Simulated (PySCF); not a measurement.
**Shieldings and the share of exact exchange**

Molecule: SMILES P, H3P.

Geometry (Å), atoms numbered from 1 in this order:
```xyz
4

P    -0.0015    0.0035    0.5704
H    -0.5587    1.0086   -0.2056
H     1.1583   -0.0163   -0.1896
H    -0.5880   -0.9910   -0.1980
```

GIAO shieldings (ppm, equivalent atoms averaged) in PySCF on the GFN2-xTB geometry, basis pcSseg-0, gas phase, non-relativistic:

| functional | exact exchange (%) | σ(P1) |
| --- | --- | --- |
| BLYP | 0 | 620.7 |
| BP86 | 0 | 636.6 |
| OLYP | 0 | 628.8 |
| PBE | 0 | 637.6 |
| revPBE | 0 | 634.1 |
| X3LYP | 21.8 | 636.8 |
| mPW1PW91 | 25 | 651.2 |
| BHandHLYP | 50 | 653.2 |
| HF | 100 | 681.7 |

**Question.** Fit each shielding as a line in the percentage of exact exchange.

**Answer.** σ(P1) = 631.5 + 0.49 x (rms 5.7 ppm). The functionals also differ in their semilocal parts, which the line can't hold; Hartree–Fock has no correlation at all.

**Question.** What does the line predict for B3LYP (20 %), and what does the run give?

**Answer.** σ(P1): 641.3 predicted, 635.2 computed ppm.
